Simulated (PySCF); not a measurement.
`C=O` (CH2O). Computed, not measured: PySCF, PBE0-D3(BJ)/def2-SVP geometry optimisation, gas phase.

```
atom  x, y, z in Å
C1     0.0018   -0.0004   -0.0004
O2     1.1451   -0.2060   -0.2854
H3    -0.7410   -0.8263    0.1417
H4    -0.4060    1.0326    0.1441
```

(1) Which two atoms are farthest apart?

(2) How far apart are these pairs, which share no bond: H3···H4?

(3) Where is the centre of mass (commonest isotopes), and what is the radius of gyration?

(4) What are the angles O2–C1–H3, O2–C1–H4, H3–C1–H4?

(5) What is the repulsion energy of the bare nuclei, Σ ZA·ZB/RAB?

Results:

(1) O2···H3 and O2···H4, 2.031 Å.

(2) H3···H4 1.889 Å (2 bonds apart).

(3) Mass 30.011 u; centre at (0.573, -0.103, -0.143) Å; Rg = √(Σ m r²/M) = 0.700 Å. As Ia + Ib + Ic = 2 Σ m r², the three principal moments sum to 29.4 u·Å².

(4) From the scalar product of the two bond vectors; for O2–C1–H3 it is -0.7199 Å² over 1.1961 × 1.1198 Å², cos θ = -0.5375. O2–C1–H3 122.5°; O2–C1–H4 122.5°; H3–C1–H4 115.0°.

(5) 31.36 Eh over 6 pairs, with full nuclear charges and distances in bohr; the largest single term is 21.24 Eh (C1 with O2).

Whether it is a minimum is left open (no frequencies).
